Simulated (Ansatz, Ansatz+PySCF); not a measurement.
```json
{"atom": "C", "x (Å)": "0.0420", "y (Å)": "-0.0433", "z (Å)": "-0.7312"}
{"atom": "O", "x (Å)": "0.0237", "y (Å)": "-0.0517", "z (Å)": "0.7296"}
{"atom": "H", "x (Å)": "-0.0405", "y (Å)": "0.9259", "z (Å)": "1.0771"}
{"atom": "H", "x (Å)": "0.0454", "y (Å)": "-1.1182", "z (Å)": "-1.2151"}
{"atom": "H", "x (Å)": "-0.4466", "y (Å)": "0.8651", "z (Å)": "-1.3110"}
```

UHF on doublet CH₃O was run in several spherical basis sets with Ansatz (development build ahead of 0.2.0).

Task: Rank the basis sets by the total energy that they give, lowest first, with the distance from the lowest.
A. cc-pVDZ
B. def2-SVP
C. def2-TZVP
D. 6-31G(d)
E. cc-pVTZ

Result: C (0.00 eV), E (0.10 eV), A (1.07 eV), D (1.58 eV), B (3.72 eV).

Totals follow the description of the cores as much as that of the bonds, so this order isn't one of quality for chemistry.
